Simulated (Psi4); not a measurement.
**AlH2ClF− (SMILES [F][AlH2-][Cl]): B3LYP/6-311+G(d,p) (sweep point 5)**

Aim: a structure relaxation of AlH2ClF−. 

The calculation is run with Psi4 1.11.

## (1) The system as given

AlH2ClF− has 5 atoms, charge -1, and is taken as a singlet. SMILES: `[F][AlH2-][Cl]`. Geometry: a GFN2-xTB relaxation, a rough one for these elements and not checked as a minimum. The run starts from this shape.

Bond lengths: F1–Al2 1.693 Å, Al2–Cl3 2.112 Å, Al2–H4 1.585 Å, Al2–H5 1.585 Å. Angles: F1–Al2–Cl3 110.6°, F1–Al2–H4 109.3°, F1–Al2–H5 109.3°, Cl3–Al2–H4 107.1°, Cl3–Al2–H5 107.2°, H4–Al2–H5 113.5°.

## (2) A structure relaxation at B3LYP/6-311+G(d,p) (sweep point 5)

Contents of calc.dat:

```
memory 1600 mb

molecule m {
  -1 1
  F     -1.193270     0.114160     1.228710
  Al    -0.086940     0.062310    -0.052380
  Cl     1.653880    -0.992940     0.511330
  H     -0.732650    -0.721820    -1.269020
  H      0.358980     1.538300    -0.418630
  symmetry c1
}

set basis 6-311+G**
set reference rks
set puream true
set scf_type pk
set dft_radial_points 75
set dft_spherical_points 302
set g_convergence gau_tight
set geom_maxiter 50

result, w = opt("b3lyp", return_wfn=True)
```

The run is started by

```sh
$ psi4 -n 1 calc.dat calc.out
```

Q: Predict the results. Wanted: total energy at the end; HOMO energy; LUMO energy; HOMO–LUMO gap.

Answer, from the run:

At B3LYP/6-311+G** (sweep point 5):

| quantity | value |
| --- | --- |
| total energy at the end | -803.97936 Eh |
| HOMO energy | -2.70 eV |
| LUMO energy | 3.75 eV |
| HOMO–LUMO gap (to an unbound level, set by the basis) | 6.45 eV |

In words: At the final geometry: Bond lengths: F1–Al2 1.737 Å, Al2–Cl3 2.248 Å, Al2–H4 1.613 Å, Al2–H5 1.613 Å. Angles: F1–Al2–Cl3 106.8°, F1–Al2–H4 109.7°, F1–Al2–H5 109.7°, Cl3–Al2–H4 107.6°, Cl3–Al2–H5 107.6°, H4–Al2–H5 115.1°. The optimisation took 10 steps and changed the energy by -0.149 eV.
